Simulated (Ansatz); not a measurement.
Si(NH2)2H2 (SiN₂H₆). The state is a singlet with charge 0. Geometry PBE-D4/def2-TZVP.

```xyz
9

Si    0.278   -0.114   -0.461
N     0.591   -0.775    1.102
H     0.837   -0.170    1.880
H     1.029   -1.687    1.183
N    -1.062    0.964   -0.322
H    -1.969    0.630   -0.011
H    -1.150    1.742   -0.968
H     0.107   -1.336   -1.319
H     1.341    0.745   -1.084
```

Question: Estimate the orbital energies around the gap (eV) in Ansatz with PBE-D4/def2-SVP, r2SCAN-D4/def2-TZVPD, PBE0-D4/def2-SVP, PBE0-D4/def2-TZVP, PBE0-D4/def2-TZVPD.

Answer: 
```csv
orbital,PBE-D4/def2-SVP,r2SCAN-D4/def2-TZVPD,PBE0-D4/def2-SVP,PBE0-D4/def2-TZVP,PBE0-D4/def2-TZVPD
HOMO−13,-137.43,-141.37,-145.01,-144.72,-144.79
HOMO−12,-94.30,-96.24,-99.79,-99.40,-99.46
HOMO−11,-94.28,-96.23,-99.77,-99.39,-99.45
HOMO−10,-94.27,-96.21,-99.76,-99.37,-99.44
HOMO−9,-20.55,-22.19,-23.28,-23.71,-23.78
HOMO−8,-20.00,-21.66,-22.68,-23.14,-23.21
HOMO−7,-12.80,-13.45,-14.68,-14.80,-14.86
HOMO−6,-11.68,-12.38,-13.40,-13.58,-13.64
HOMO−5,-11.64,-12.33,-13.36,-13.53,-13.59
HOMO−4,-9.55,-10.20,-11.17,-11.33,-11.40
HOMO−3,-8.83,-9.45,-10.40,-10.53,-10.59
HOMO−2,-7.73,-8.29,-9.22,-9.33,-9.38
HOMO−1,-5.61,-6.37,-7.14,-7.43,-7.51
HOMO,-5.48,-6.20,-6.97,-7.23,-7.30
LUMO,0.85,0.28,1.77,0.99,0.27
LUMO+1,0.89,0.43,1.78,0.99,0.50
LUMO+2,2.27,1.34,3.21,2.46,1.08
LUMO+3,2.30,1.72,3.28,2.69,1.73
LUMO+4,2.69,2.06,3.68,2.77,1.91
LUMO+5,2.89,2.22,3.88,2.91,2.17
```
